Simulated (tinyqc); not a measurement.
UKS/BP86 in the sto-6g basis, for OH+, spin multiplicity 3, step by step (part 1 of 2). Computed by tinyqc, a small Python program that keeps every step (integrals from PySCF). Settings: charge = 1, multiplicity = 3, basis = sto-6g, energy threshold = 1e-10, iteration cap = 87, orthogonalisation = symmetric, start = core, DIIS depth = 4, method = UKS, functional = b88,p86, grid = [40, 50]. Command: `OMP_NUM_THREADS=1 python tinyqc.py 24324 24325 out.jsonl` (the two numbers bound the seeds that draw the settings). One thread of a shared host (Intel(R) Xeon(R) Processor @ 2.60GHz), about 2 s of CPU time with the checks. Later iterations appear only in the table of the cycle.

## One-electron integrals

Geometry (angstrom):

| atom | x | y | z |
|---|---|---|---|
| O | 0.000000 | 0.000000 | 0.000000 |
| H | 0.000000 | 0.000000 | 1.225000 |

Basis sto-6g: exponents (1/bohr^2) and contraction coefficients of normalised primitives:

| element | l (shell) | exponent | coefficient |
|---|---|---|---|
| O | s (1) | 1355.584234 | 0.009164 |
| O | s (1) | 248.544885 | 0.049361 |
| O | s (1) | 69.533902 | 0.168538 |
| O | s (1) | 23.886772 | 0.370563 |
| O | s (1) | 9.275933 | 0.416492 |
| O | s (1) | 3.820341 | 0.130334 |
| O | s (2) | 52.187762 | -0.013253 |
| O | s (2) | 10.329320 | -0.046992 |
| O | s (2) | 3.210345 | -0.033785 |
| O | s (2) | 1.235135 | 0.250242 |
| O | s (2) | 0.536420 | 0.595117 |
| O | s (2) | 0.245881 | 0.240706 |
| O | p (3) | 52.187762 | 0.003760 |
| O | p (3) | 10.329320 | 0.037679 |
| O | p (3) | 3.210345 | 0.173897 |
| O | p (3) | 1.235135 | 0.418036 |
| O | p (3) | 0.536420 | 0.425860 |
| O | p (3) | 0.245881 | 0.101708 |
| H | s (1) | 35.523221 | 0.009164 |
| H | s (1) | 6.513144 | 0.049361 |
| H | s (1) | 1.822143 | 0.168538 |
| H | s (1) | 0.625955 | 0.370563 |
| H | s (1) | 0.243077 | 0.416492 |
| H | s (1) | 0.100112 | 0.130334 |

Overlap, kinetic and nuclear-attraction integrals over the contracted functions; the nuclear repulsion is the sum of Za Zb / Rab.

nuclear repulsion = 3.45585117 hartree

overlap S:
```
           1O 1s     1O 2s    1O 2px    1O 2py    1O 2pz     2H 1s
1O 1s   1.000000  0.231145  0.000000  0.000000  0.000000  0.029886
1O 2s   0.231145  1.000000  0.000000  0.000000  0.000000  0.320204
1O 2px  0.000000  0.000000  1.000000  0.000000  0.000000  0.000000
1O 2py  0.000000  0.000000  0.000000  1.000000  0.000000  0.000000
1O 2pz  0.000000  0.000000  0.000000  0.000000  1.000000  0.292481
2H 1s   0.029886  0.320204  0.000000  0.000000  0.292481  1.000000
```

kinetic energy T (hartree):
```
            1O 1s      1O 2s    1O 2px    1O 2py    1O 2pz      2H 1s
1O 1s   29.327197  -0.896024  0.000000  0.000000  0.000000  -0.006540
1O 2s   -0.896024   0.842618  0.000000  0.000000  0.000000   0.034249
1O 2px   0.000000   0.000000  2.531309  0.000000  0.000000   0.000000
1O 2py   0.000000   0.000000  0.000000  2.531309  0.000000   0.000000
1O 2pz   0.000000   0.000000  0.000000  0.000000  2.531309   0.121816
2H 1s   -0.006540   0.034249  0.000000  0.000000  0.121816   0.768522
```

nuclear attraction V (hartree):
```
             1O 1s      1O 2s     1O 2px     1O 2py     1O 2pz      2H 1s
1O 1s   -61.690297  -6.251132   0.000000   0.000000  -0.010028  -0.923997
1O 2s    -6.251132  -9.431250   0.000000   0.000000  -0.117814  -2.230135
1O 2px    0.000000   0.000000  -9.408107   0.000000   0.000000   0.000000
1O 2py    0.000000   0.000000   0.000000  -9.408107   0.000000   0.000000
1O 2pz   -0.010028  -0.117814   0.000000   0.000000  -9.476342  -1.812153
2H 1s    -0.923997  -2.230135   0.000000   0.000000  -1.812153  -4.652442
```

core Hamiltonian H = T + V (hartree):
```
             1O 1s      1O 2s     1O 2px     1O 2py     1O 2pz      2H 1s
1O 1s   -32.363099  -7.147156   0.000000   0.000000  -0.010028  -0.930537
1O 2s    -7.147156  -8.588631   0.000000   0.000000  -0.117814  -2.195886
1O 2px    0.000000   0.000000  -6.876798   0.000000   0.000000   0.000000
1O 2py    0.000000   0.000000   0.000000  -6.876798   0.000000   0.000000
1O 2pz   -0.010028  -0.117814   0.000000   0.000000  -6.945033  -1.690337
2H 1s    -0.930537  -2.195886   0.000000   0.000000  -1.690337  -3.883919
```

## Two-electron integrals

Functions are numbered as in S; the eight-fold symmetry (ij|kl) = (ji|kl) = (kl|ij) leaves the list below.

Two-electron integrals (ij|kl) in chemists' order, unique and non-zero (hartree):
```
(11|11) 4.787491   (21|11) 0.675884   (21|21) 0.121505   (22|11) 1.117379
(22|21) 0.249212   (22|22) 0.817383   (31|31) 0.025762   (32|31) 0.039145
(32|32) 0.180664   (33|11) 1.117381   (33|21) 0.249212   (33|22) 0.817382
(33|33) 0.880663   (41|41) 0.025762   (42|41) 0.039145   (42|42) 0.180664
(43|43) 0.047461   (44|11) 1.117381   (44|21) 0.249212   (44|22) 0.817382
(44|33) 0.785741   (44|44) 0.880663   (51|51) 0.025762   (52|51) 0.039145
(52|52) 0.180664   (53|53) 0.047461   (54|54) 0.047461   (55|11) 1.117381
(55|21) 0.249212   (55|22) 0.817382   (55|33) 0.785741   (55|44) 0.785741
(55|55) 0.880663   (61|11) 0.092881   (61|21) 0.016020   (61|22) 0.032192
(61|33) 0.032125   (61|44) 0.032125   (61|51) 0.000786   (61|52) 0.001546
(61|55) 0.032328   (61|61) 0.002153   (62|11) 0.249310   (62|21) 0.056498
(62|22) 0.208197   (62|33) 0.204607   (62|44) 0.204607   (62|51) 0.004546
(62|52) 0.034991   (62|55) 0.215378   (62|61) 0.007507   (62|62) 0.069096
(63|31) 0.005958   (63|32) 0.034569   (63|53) 0.007051   (63|63) 0.009209
(64|41) 0.005958   (64|42) 0.034569   (64|54) 0.007051   (64|64) 0.009209
(65|11) 0.191407   (65|21) 0.043951   (65|22) 0.172601   (65|33) 0.165119
(65|44) 0.165119   (65|51) 0.008958   (65|52) 0.061201   (65|55) 0.187566
(65|61) 0.006076   (65|62) 0.069586   (65|65) 0.078354   (66|11) 0.426396
(66|21) 0.098402   (66|22) 0.416726   (66|33) 0.401415   (66|44) 0.401415
(66|51) 0.009175   (66|52) 0.099243   (66|55) 0.447347   (66|61) 0.013163
(66|62) 0.184740   (66|65) 0.211612   (66|66) 0.774999
```

## Orthogonalisation

S = U s U^T; symmetric (Loewdin) form X = U s^(-1/2) U^T, so that X^T S X = 1.

eigenvalues of S: 0.540523  0.844824  1.000000  1.000000  1.133122  1.481532

X:
```
            1O 1s      1O 2s    1O 2px    1O 2py     1O 2pz      2H 1s
1O 1s    1.021446  -0.124495  0.000000  0.000000  -0.004353   0.016014
1O 2s   -0.124495   1.067665  0.000000  0.000000   0.041811  -0.185888
1O 2px   0.000000   0.000000  1.000000  0.000000   0.000000   0.000000
1O 2py   0.000000   0.000000  0.000000  1.000000   0.000000   0.000000
1O 2pz  -0.004353   0.041811  0.000000  0.000000   1.037347  -0.166651
2H 1s    0.016014  -0.185888  0.000000  0.000000  -0.166651   1.082676
```

## Starting guess

The start is the orbitals of the core Hamiltonian; D(s) = C_occ C_occ^T for each spin.

D(alpha) at the start:
```
            1O 1s      1O 2s    1O 2px    1O 2py     1O 2pz      2H 1s
1O 1s    1.058484  -0.256696  0.000000  0.000000  -0.011699   0.029731
1O 2s   -0.256696   1.125050  0.000000  0.000000   0.067234  -0.125322
1O 2px   0.000000   0.000000  1.000000  0.000000   0.000000   0.000000
1O 2py   0.000000   0.000000  0.000000  1.000000   0.000000   0.000000
1O 2pz  -0.011699   0.067234  0.000000  0.000000   1.064598  -0.138833
2H 1s    0.029731  -0.125322  0.000000  0.000000  -0.138833   0.030228
```

D(beta) at the start:
```
            1O 1s      1O 2s    1O 2px    1O 2py     1O 2pz      2H 1s
1O 1s    1.058484  -0.256696  0.000000  0.000000  -0.011699   0.029731
1O 2s   -0.256696   1.125050  0.000000  0.000000   0.067234  -0.125322
1O 2px   0.000000   0.000000  0.000000  0.000000   0.000000   0.000000
1O 2py   0.000000   0.000000  0.000000  0.000000   0.000000   0.000000
1O 2pz  -0.011699   0.067234  0.000000  0.000000   1.064598  -0.138833
2H 1s    0.029731  -0.125322  0.000000  0.000000  -0.138833   0.030228
```

## Iteration 1: exchange-correlation on the grid

Becke grid with 40 radial and 50 angular points per atom, points of zero weight dropped. rho = sum D_ij phi_i phi_j; V_xc,ij = sum w v_xc phi_i phi_j plus the gradient terms; v_xc is d(rho eps)/d rho(s) for spin s at fixed gradient.

The 16 grid points with the largest w rho, of 3979 (bohr, atomic units):

| x | y | z | w | rho(alpha) | rho(beta) | eps_xc | v_xc(alpha) |
|---|---|---|---|---|---|---|---|
| 0.340523 | -0.340523 | -1.021569 | 0.053490 | 0.197339 | 0.170967 | -0.612800 | -0.764506 |
| -0.340523 | -0.340523 | -1.021569 | 0.053490 | 0.197339 | 0.170967 | -0.612800 | -0.764506 |
| 0.340523 | 0.340523 | -1.021569 | 0.053490 | 0.197339 | 0.170967 | -0.612800 | -0.764506 |
| -0.340523 | 0.340523 | -1.021569 | 0.053490 | 0.197339 | 0.170967 | -0.612800 | -0.764506 |
| 0.293188 | -0.293188 | -0.879565 | 0.035658 | 0.296035 | 0.256382 | -0.687210 | -0.878290 |
| -0.293188 | -0.293188 | -0.879565 | 0.035658 | 0.296035 | 0.256382 | -0.687210 | -0.878290 |
| 0.293188 | 0.293188 | -0.879565 | 0.035658 | 0.296035 | 0.256382 | -0.687210 | -0.878290 |
| -0.293188 | 0.293188 | -0.879565 | 0.035658 | 0.296035 | 0.256382 | -0.687210 | -0.878290 |
| 0.000000 | 0.687587 | 0.687587 | 0.039121 | 0.304377 | 0.195333 | -0.673789 | -0.878566 |
| -0.687587 | 0.000000 | 0.687587 | 0.039121 | 0.304377 | 0.195333 | -0.673789 | -0.878566 |
| 0.687587 | 0.000000 | 0.687587 | 0.039121 | 0.304377 | 0.195333 | -0.673789 | -0.878566 |
| 0.000000 | -0.687587 | 0.687587 | 0.039121 | 0.304377 | 0.195333 | -0.673789 | -0.878566 |
| 0.000000 | -0.798597 | -0.798597 | 0.059858 | 0.196384 | 0.123860 | -0.593639 | -0.756681 |
| 0.798597 | 0.000000 | -0.798597 | 0.059858 | 0.196384 | 0.123860 | -0.593639 | -0.756681 |
| -0.798597 | 0.000000 | -0.798597 | 0.059858 | 0.196384 | 0.123860 | -0.593639 | -0.756681 |
| 0.000000 | 0.798597 | -0.798597 | 0.059858 | 0.196384 | 0.123860 | -0.593639 | -0.756681 |

electrons on the grid, sum of w rho = 7.999912

E_xc = sum of w rho eps_xc = -8.71187045 hartree

V_xc(alpha) (hartree):
```
            1O 1s      1O 2s     1O 2px     1O 2py     1O 2pz      2H 1s
1O 1s   -3.133276  -0.384698   0.000000   0.000000  -0.000773  -0.054920
1O 2s   -0.384698  -0.829347   0.000000   0.000000  -0.000300  -0.175388
1O 2px   0.000000   0.000000  -0.828749   0.000000   0.000000   0.000000
1O 2py   0.000000   0.000000   0.000000  -0.828749   0.000000   0.000000
1O 2pz  -0.000773  -0.000300   0.000000   0.000000  -0.830391  -0.127860
2H 1s   -0.054920  -0.175388   0.000000   0.000000  -0.127860  -0.190217
```

V_xc(beta) (hartree):
```
            1O 1s      1O 2s     1O 2px     1O 2py     1O 2pz      2H 1s
1O 1s   -3.103043  -0.358880   0.000000   0.000000  -0.000942  -0.052044
1O 2s   -0.358880  -0.695159   0.000000   0.000000  -0.001086  -0.153633
1O 2px   0.000000   0.000000  -0.652971   0.000000   0.000000   0.000000
1O 2py   0.000000   0.000000   0.000000  -0.652971   0.000000   0.000000
1O 2pz  -0.000942  -0.001086   0.000000   0.000000  -0.779488  -0.121327
2H 1s   -0.052044  -0.153633   0.000000   0.000000  -0.121327  -0.186910
```

## Iteration 1: building the Kohn-Sham matrix

J_ij = sum D_kl (ij|kl) with D = D(alpha) + D(beta); F = H + J + V_xc; E = tr D H + tr D J / 2 + E_xc + E_nn.

Coulomb J (hartree):
```
            1O 1s     1O 2s    1O 2px    1O 2py    1O 2pz     2H 1s
1O 1s   16.374632  2.850990  0.000000  0.000000  0.002716  0.379987
1O 2s    2.850990  7.152696  0.000000  0.000000  0.001412  1.754010
1O 2px   0.000000  0.000000  7.121989  0.000000  0.000000  0.000000
1O 2py   0.000000  0.000000  0.000000  7.121989  0.000000  0.000000
1O 2pz   0.002716  0.001412  0.000000  0.000000  7.214111  1.429206
2H 1s    0.379987  1.754010  0.000000  0.000000  1.429206  3.359182
```

F(alpha) (hartree):
```
             1O 1s      1O 2s     1O 2px     1O 2py     1O 2pz      2H 1s
1O 1s   -19.121744  -4.680864   0.000000   0.000000  -0.008084  -0.605470
1O 2s    -4.680864  -2.265282   0.000000   0.000000  -0.116702  -0.617264
1O 2px    0.000000   0.000000  -0.583558   0.000000   0.000000   0.000000
1O 2py    0.000000   0.000000   0.000000  -0.583558   0.000000   0.000000
1O 2pz   -0.008084  -0.116702   0.000000   0.000000  -0.561313  -0.388991
2H 1s    -0.605470  -0.617264   0.000000   0.000000  -0.388991  -0.714954
```

F(beta) (hartree):
```
             1O 1s      1O 2s     1O 2px     1O 2py     1O 2pz      2H 1s
1O 1s   -19.091511  -4.655045   0.000000   0.000000  -0.008254  -0.602594
1O 2s    -4.655045  -2.131094   0.000000   0.000000  -0.117488  -0.595510
1O 2px    0.000000   0.000000  -0.407780   0.000000   0.000000   0.000000
1O 2py    0.000000   0.000000   0.000000  -0.407780   0.000000   0.000000
1O 2pz   -0.008254  -0.117488   0.000000   0.000000  -0.510410  -0.382458
2H 1s    -0.602594  -0.595510   0.000000   0.000000  -0.382458  -0.711647
```

total energy of this density = -74.62684481 hartree

## Iteration 1: diagonalisation and new density

Diagonalise F' = X^T F X, C = X C', fill 5 alpha and 3 beta electrons from the bottom; D(s) = C_occ C_occ^T. Each column has its largest component positive (the first on a tie).

F' = X^T F X (alpha) (hartree):
```
            1          2          3          4          5          6
1  -18.812883  -2.350811   0.000000   0.000000  -0.011516  -0.062865
2   -2.350811  -1.447214   0.000000   0.000000  -0.060975  -0.212447
3    0.000000   0.000000  -0.583558   0.000000   0.000000   0.000000
4    0.000000   0.000000   0.000000  -0.583558   0.000000   0.000000
5   -0.011516  -0.060975   0.000000   0.000000  -0.494330  -0.229048
6   -0.062865  -0.212447   0.000000   0.000000  -0.229048  -0.548315
```

orbital energies (alpha) (hartree): MO1 -19.125950, MO2 -1.220623, MO3 -0.676112, MO4 -0.583558, MO5 -0.583558, MO6 -0.280058

coefficients C (alpha):
```
              MO1        MO2        MO3        MO4       MO5        MO6
1O 1s    0.996168  -0.235413   0.098192   0.000000  0.000000   0.041409
1O 2s    0.016530   0.936361  -0.484413   0.000000  0.000000  -0.282857
1O 2px   0.000000   0.000000   0.000000  -0.065560  0.997849   0.000000
1O 2py   0.000000   0.000000   0.000000   0.997849  0.065560   0.000000
1O 2pz   0.001532   0.170868   0.584224   0.000000  0.000000  -0.857387
2H 1s   -0.003545   0.165176   0.642153   0.000000  0.000000   0.891692
```

F' = X^T F X (beta) (hartree):
```
            1          2          3          4          5          6
1  -18.785817  -2.343621   0.000000   0.000000  -0.011459  -0.063976
2   -2.343621  -1.309116   0.000000   0.000000  -0.059046  -0.212977
3    0.000000   0.000000  -0.407780   0.000000   0.000000   0.000000
4    0.000000   0.000000   0.000000  -0.407780   0.000000   0.000000
5   -0.011459  -0.059046   0.000000   0.000000  -0.441861  -0.230141
6   -0.063976  -0.212977   0.000000   0.000000  -0.230141  -0.549596
```

orbital energies (beta) (hartree): MO1 -19.095110, MO2 -1.108340, MO3 -0.633513, MO4 -0.407780, MO5 -0.407780, MO6 -0.249428

coefficients C (beta):
```
              MO1        MO2        MO3        MO4       MO5        MO6
1O 1s    0.996474  -0.224136   0.118967   0.000000  0.000000  -0.042144
1O 2s    0.015244   0.884441  -0.574292   0.000000  0.000000   0.281833
1O 2px   0.000000   0.000000   0.000000  -0.157645  0.987496   0.000000
1O 2py   0.000000   0.000000   0.000000   0.987496  0.157645   0.000000
1O 2pz   0.001451   0.194407   0.527398   0.000000  0.000000   0.888641
2H 1s   -0.003257   0.243271   0.666512   0.000000  0.000000  -0.855184
```

D(alpha) after iteration 1:
```
            1O 1s      1O 2s    1O 2px    1O 2py     1O 2pz      2H 1s
1O 1s    1.057412  -0.251531  0.000000  0.000000   0.018667   0.020638
1O 2s   -0.251531   1.111701  0.000000  0.000000  -0.122986  -0.156462
1O 2px   0.000000   0.000000  1.000000  0.000000   0.000000   0.000000
1O 2py   0.000000   0.000000  0.000000  1.000000   0.000000   0.000000
1O 2pz   0.018667  -0.122986  0.000000  0.000000   0.370515   0.403379
2H 1s    0.020638  -0.156462  0.000000  0.000000   0.403379   0.439656
```

D(beta) after iteration 1:
```
            1O 1s      1O 2s    1O 2px    1O 2py     1O 2pz      2H 1s
1O 1s    1.057351  -0.251366  0.000000  0.000000   0.020615   0.021521
1O 2s   -0.251366   1.112280  0.000000  0.000000  -0.130917  -0.167664
1O 2px   0.000000   0.000000  0.000000  0.000000   0.000000   0.000000
1O 2py   0.000000   0.000000  0.000000  0.000000   0.000000   0.000000
1O 2pz   0.020615  -0.130917  0.000000  0.000000   0.315945   0.398806
2H 1s    0.021521  -0.167664  0.000000  0.000000   0.398806   0.503430
```

Within a degenerate level the vectors are fixed only up to a rotation; this is one choice.

## Iteration 2: exchange-correlation on the grid

As before.

The 16 grid points with the largest w rho, of 3979 (bohr, atomic units):

| x | y | z | w | rho(alpha) | rho(beta) | eps_xc | v_xc(alpha) |
|---|---|---|---|---|---|---|---|
| 0.000000 | 0.798597 | -0.798597 | 0.059858 | 0.163580 | 0.088042 | -0.556412 | -0.708466 |
| -0.798597 | 0.000000 | -0.798597 | 0.059858 | 0.163580 | 0.088042 | -0.556412 | -0.708466 |
| 0.798597 | 0.000000 | -0.798597 | 0.059858 | 0.163580 | 0.088042 | -0.556412 | -0.708466 |
| 0.000000 | -0.798597 | -0.798597 | 0.059858 | 0.163580 | 0.088042 | -0.556412 | -0.708466 |
| 0.000000 | 0.687587 | -0.687587 | 0.039903 | 0.245393 | 0.131812 | -0.622234 | -0.814971 |
| -0.687587 | 0.000000 | -0.687587 | 0.039903 | 0.245393 | 0.131812 | -0.622234 | -0.814971 |
| 0.687587 | 0.000000 | -0.687587 | 0.039903 | 0.245393 | 0.131812 | -0.622234 | -0.814971 |
| 0.000000 | -0.687587 | -0.687587 | 0.039903 | 0.245393 | 0.131812 | -0.622234 | -0.814971 |
| -0.798597 | 0.798597 | 0.000000 | 0.059842 | 0.196976 | 0.051864 | -0.574308 | -0.742705 |
| 0.798597 | -0.798597 | 0.000000 | 0.059842 | 0.196976 | 0.051864 | -0.574308 | -0.742705 |
| 0.798597 | 0.798597 | 0.000000 | 0.059842 | 0.196976 | 0.051864 | -0.574308 | -0.742705 |
| -0.798597 | -0.798597 | 0.000000 | 0.059842 | 0.196976 | 0.051864 | -0.574308 | -0.742705 |
| 0.687587 | -0.687587 | 0.000000 | 0.039899 | 0.295699 | 0.077522 | -0.643252 | -0.855682 |
| -0.687587 | 0.687587 | 0.000000 | 0.039899 | 0.295699 | 0.077522 | -0.643252 | -0.855682 |
| -0.687587 | -0.687587 | 0.000000 | 0.039899 | 0.295699 | 0.077522 | -0.643252 | -0.855682 |
| 0.687587 | 0.687587 | 0.000000 | 0.039899 | 0.295699 | 0.077522 | -0.643252 | -0.855682 |

electrons on the grid, sum of w rho = 7.999977

E_xc = sum of w rho eps_xc = -8.21812071 hartree

V_xc(alpha) (hartree):
```
            1O 1s      1O 2s     1O 2px     1O 2py     1O 2pz      2H 1s
1O 1s   -3.122379  -0.374812   0.000000   0.000000   0.001666  -0.053520
1O 2s   -0.374812  -0.793235   0.000000   0.000000  -0.000074  -0.195117
1O 2px   0.000000   0.000000  -0.806917   0.000000   0.000000   0.000000
1O 2py   0.000000   0.000000   0.000000  -0.806917   0.000000   0.000000
1O 2pz   0.001666  -0.000074   0.000000   0.000000  -0.765735  -0.164568
2H 1s   -0.053520  -0.195117   0.000000   0.000000  -0.164568  -0.470804
```

V_xc(beta) (hartree):
```
            1O 1s      1O 2s     1O 2px     1O 2py     1O 2pz      2H 1s
1O 1s   -3.092045  -0.348924   0.000000   0.000000   0.002290  -0.050564
1O 2s   -0.348924  -0.649808   0.000000   0.000000   0.004272  -0.172189
1O 2px   0.000000   0.000000  -0.624372   0.000000   0.000000   0.000000
1O 2py   0.000000   0.000000   0.000000  -0.624372   0.000000   0.000000
1O 2pz   0.002290   0.004272   0.000000   0.000000  -0.700668  -0.157645
2H 1s   -0.050564  -0.172189   0.000000   0.000000  -0.157645  -0.474865
```
